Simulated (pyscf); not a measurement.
Thermochemistry of product channels of HC≡CH + NH₂• on the doublet surface, in kcal/mol, from CCSD(T)/def2-TZVPP + ΔMP2(QZVPP) energies (ideal gas, 1 atm, RRHO with modes under 100 cm⁻¹ raised to 100, one conformer, R ln 2 for rigid chiral ones). Optimised with ωB97X-D3(BJ)/def2-SVP in PySCF. MP2 and CC: frozen core, UHF for open shells. ΔMP2 is the change of the MP2 total energy from the triple- to the quadruple-zeta basis.

| products | ΔE | ΔH(298 K) | ΔG(900 K) | ΔG(1200 K) |
|---|---|---|---|---|
| H₂C=C•–NH₂ | -33.8 | -29.8 | -3.6 | +5.1 |
| •H₂C–CH=NH | -51.7 | -48.0 | -18.3 | -8.3 |
| •C≡CH + NH₃ | +25.2 | +27.2 | +26.0 | +25.8 |
| HC≡C–NH₂ + H• | +14.2 | +13.0 | +18.1 | +19.2 |
| •HC=NH + CH₂ [triplet] | +60.8 | +58.9 | +52.7 | +50.7 |
| H₂C=C=NH + H• | 0.0 | -2.0 | +3.8 | +5.2 |
| •HC=CH–NH₂ | -28.1 | -24.1 | +3.0 | +12.0 |

The channel to H₂C=C•–NH₂ turns unfavourable between 298 and 1200 K (ΔG from -21.3 kcal/mol to +5.1 kcal/mol). The channel to •HC=CH–NH₂ turns unfavourable between 298 and 1200 K (ΔG from -15.3 kcal/mol to +12.0 kcal/mol).

These are energies of the channels, which say nothing of barriers. HC≡C–NH₂ lies 42.0 kcal/mol over its isomer H₃C–C≡N, and others may lie lower still (electronic energy, ωB97M-D3(BJ)). •HC=NH lies 8.1 kcal/mol over its isomer H₂C=N•, and others may lie lower still (electronic energy, ωB97M-D3(BJ)). The CCSD(T) − MP2 part came from Ansatz, without density fitting, on the same reference. An open-shell T1 diagnostic exceeds 0.045. A UHF reference is spin-contaminated (<S²> up to 1.15), which harms MP2 most. C₂H has a Π state close over its Σ ground state, and the state reached was not checked.
